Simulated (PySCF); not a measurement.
Simulated outer-valence photoelectron spectrum of `[O+]#CCC(Cl)Cl`. Theory: EOM-IP-CCSD/aug-cc-pVDZ in PySCF, restricted Hartree–Fock reference, 14 core orbitals frozen, non-relativistic, gas phase, PBE0-D3(BJ)/def2-SVP geometry.

Each root has a Gaussian of 0.3 eV full width with its one-hole share as area; cross sections and vibrations are left out, and the highest printed point is 100.

```json
{"ionisation energy (eV)": "15.7", "intensity": "1"}
{"ionisation energy (eV)": "15.8", "intensity": "8"}
{"ionisation energy (eV)": "15.9", "intensity": "27"}
{"ionisation energy (eV)": "16.0", "intensity": "53"}
{"ionisation energy (eV)": "16.1", "intensity": "67"}
{"ionisation energy (eV)": "16.2", "intensity": "68"}
{"ionisation energy (eV)": "16.3", "intensity": "62"}
{"ionisation energy (eV)": "16.4", "intensity": "41"}
{"ionisation energy (eV)": "16.5", "intensity": "22"}
{"ionisation energy (eV)": "16.6", "intensity": "31"}
{"ionisation energy (eV)": "16.7", "intensity": "69"}
{"ionisation energy (eV)": "16.8", "intensity": "100"}
{"ionisation energy (eV)": "16.9", "intensity": "85"}
{"ionisation energy (eV)": "17.0", "intensity": "43"}
{"ionisation energy (eV)": "17.1", "intensity": "12"}
{"ionisation energy (eV)": "17.2", "intensity": "2"}
{"ionisation energy (eV)": "17.3", "intensity": "0"}
{"ionisation energy (eV)": "17.4", "intensity": "0"}
{"ionisation energy (eV)": "17.5", "intensity": "0"}
{"ionisation energy (eV)": "17.6", "intensity": "0"}
{"ionisation energy (eV)": "17.7", "intensity": "0"}
{"ionisation energy (eV)": "17.8", "intensity": "0"}
{"ionisation energy (eV)": "17.9", "intensity": "0"}
{"ionisation energy (eV)": "18.0", "intensity": "0"}
{"ionisation energy (eV)": "18.1", "intensity": "0"}
{"ionisation energy (eV)": "18.2", "intensity": "0"}
{"ionisation energy (eV)": "18.3", "intensity": "0"}
{"ionisation energy (eV)": "18.4", "intensity": "0"}
{"ionisation energy (eV)": "18.5", "intensity": "0"}
{"ionisation energy (eV)": "18.6", "intensity": "0"}
{"ionisation energy (eV)": "18.7", "intensity": "0"}
{"ionisation energy (eV)": "18.8", "intensity": "0"}
{"ionisation energy (eV)": "18.9", "intensity": "0"}
{"ionisation energy (eV)": "19.0", "intensity": "0"}
{"ionisation energy (eV)": "19.1", "intensity": "0"}
{"ionisation energy (eV)": "19.2", "intensity": "0"}
{"ionisation energy (eV)": "19.3", "intensity": "3"}
{"ionisation energy (eV)": "19.4", "intensity": "16"}
{"ionisation energy (eV)": "19.5", "intensity": "40"}
{"ionisation energy (eV)": "19.6", "intensity": "54"}
{"ionisation energy (eV)": "19.7", "intensity": "40"}
{"ionisation energy (eV)": "19.8", "intensity": "16"}
{"ionisation energy (eV)": "19.9", "intensity": "3"}
{"ionisation energy (eV)": "20.0", "intensity": "0"}
```

Problem. Where are the maxima, and how many lines lie under the curve?

Solution. 3 maxima, at 16.2, 16.8 and 19.6 eV, from 5 lines. At this width some lines have no maximum of their own.

Problem. List the lines with their holes.

Solution. 
```
E (eV)  leading hole (HF orbital)  area  Koopmans (eV)
 16.05                       HOMO  0.96          17.00
 16.30                     HOMO-1  0.96          17.25
 16.77                     HOMO-2  0.95          17.80
 16.87                     HOMO-3  0.96          17.84
 19.60                     HOMO-4  0.95          20.52
```

The widest gap, 2.73 eV, lies between 16.87 and 19.60 eV. Only orbitals with −ε under 21 eV, eight at most, were ionised, so the high end of the curve may lack lines.

Conformer computed: `[O+:1]#[C:2][CH2:3][CH:4]([Cl:5])[Cl:6]`: C2–C3–C4–Cl5 62°.

One conformer stands for the species.
